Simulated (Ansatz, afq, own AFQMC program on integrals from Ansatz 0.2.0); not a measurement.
AFQMC on a folder of integrals that Ansatz 0.2.0 wrote.

```yaml
crystal:
  periodic: [false, false, false]
  atoms:
    - {symbol: Ge, position_ang: [0.000000, 0.011632, 0.247327]}
    - {symbol: N, position_ang: [0.000000, -0.118932, -1.313220]}
    - {symbol: H, position_ang: [0.000000, 1.290716, 1.109617]}
    - {symbol: H, position_ang: [0.000000, -1.276434, 1.071073]}
    - {symbol: H, position_ang: [0.000000, 0.800114, -1.756050]}
basis:
  gaussian: {orbitals: cc-pVDZ}
magnetization: {spin_polarized: false}
correlation: {method: ccsd_t, electrons: outside_noble_gas, hamiltonian_folder: ham}
```

```sh
$ ansatz run in.yaml --threads 1 --pin off --events-out ev --progress --plain --max-ram 1382MiB
```

afq runs on the folder ham with

```
--method free --trial cisd --walkers 60 --time-step 0.03 --max-blocks 80 --target-error 0.00042 --factor-cut 1e-05 --seed 4937 --times 0,0.21,0.42,0.81,1.2,1.8,2.4,3 --taylor-order 8
```

Times are imaginary, in 1/Eh. The walk had a cap of 733 s. Filled inner d shells are frozen with the cores.

Log:

```
orbitals 41  electrons 6 6  factors 340 of 596
reference energy -2131.43990878 Eh
CCSD correlation -0.29169257 Eh in 12 cycles, weight of the determinant in the CISD state 0.8721
repeat  energy at the last time / Eh  error
    10  -2131.741383  0.002506
    20  -2131.743384  0.002141
    30  -2131.742656  0.001485
    40  -2131.743511  0.001329
    50  -2131.742906  0.001165
    60  -2131.743428  0.001012
    70  -2131.743767  0.000964
    80  -2131.744236  0.000884
time / (1/Eh)  energy / Eh  error  mean overlap
  0.00  -2131.731808  0.000559  1.1486
  0.21  -2131.736993  0.000461  1.1547
  0.42  -2131.739240  0.000456  1.1552
  0.81  -2131.741269  0.000440  1.1471
  1.20  -2131.742222  0.000547  1.1589
  1.80  -2131.743256  0.000631  1.1348
  2.40  -2131.742306  0.000522  1.1629
  3.00  -2131.744236  0.000884  1.1254
energy -2131.744236 +/- 0.000884 Eh
```

The run passed its tests (error under three times the target), which doesn't prove that it has relaxed.

Against this walk (error 24.0 meV) on the same determinant: CCSD(T) 70.8 meV higher, CCSDT(Q) 23.0 meV higher (within the noise). The error is statistical, and a free projection of finite length keeps a remainder of its start. The last points scatter (meV from the last: 81 ± 12 at 0.81, 55 ± 15 at 1.20, 27 ± 17 at 1.80, 53 ± 14 at 2.40, 0 ± 24 at 3.00); the last is the one printed as the energy, and the gaps above move with that scatter.

Cautions: remainder of the start not in the error; error above the target (24.0 against 11.4 meV); no relativity below Rb; no spin-orbit coupling; inner d shell frozen.

The walk took 2.5 min on 1 thread of Arm Neoverse V1 (shared host). The log's last line is the free-projection energy.

CCSDT and higher add their correlation energy to the determinant of the CCSD(T) run, since their own runs factorise the integrals more tightly (a shift of under 2 meV). A walk keeps the symmetry of its determinant, which the program's search chose and which needn't be the lowest solution, so a lower state of the same spin and another symmetry isn't excluded.
